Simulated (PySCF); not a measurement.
# C5H7F: the cost of one run

Programs: PySCF 2.14.0, with density-fitted response routines of our own. Each step states its level of theory. These are calculated values for one molecule in the gas phase, unless marked as measured. Atoms are numbered from 0 throughout.

## Step 1: The starting structure

13 atoms, charge 0, multiplicity 1; geometry from: GFN2-xTB. The atoms were then displaced at random by about 0.01 Å, so the start is not that level's minimum.

Bonds of the start (Å): C0–C1 1.30, C1–C2 1.50, C1–C3 1.50, C3–C4 1.31, C3–F5 1.35, C0–H6 1.09, C0–H7 1.08, C2–H8 1.06, C2–H9 1.11, C2–H10 1.08, C4–H11 1.06, C4–H12 1.06.

## Step 2: Optimising the geometry at PBE0-D3(BJ)/def2-SVP

What the job is given:

```
{"job": {"xc": "PBE0", "basis": "def2-SVP", "d3": "d3bj", "grid": 1, "shake": 0.01, "kind": "geom"}, "charge": 0, "multiplicity": 1}
C     -1.216680     1.323790     0.385670
C     -0.440930     0.302540     0.169420
C     -0.967530    -1.101880     0.086900
C      1.037060     0.496620     0.000830
C      1.929290    -0.437110    -0.218210
F      1.405540     1.792490     0.077890
H     -0.848160     2.353070     0.434990
H     -2.283360     1.232470     0.501860
H     -0.712520    -1.534090    -0.852380
H     -0.493110    -1.715960     0.879810
H     -2.034110    -1.117050     0.239440
H      1.693450    -1.470770    -0.272100
H      2.936890    -0.141000    -0.323040
```

Command:

```sh
$ OMP_NUM_THREADS=1 python probes_run.py task.json out
```

This one command runs all jobs of the session in turn.

Q: Estimate the wall time and peak memory of this first job on 1 thread of Arm Neoverse V2, shared host.

About 27 s, with a peak of 0.5 GiB.
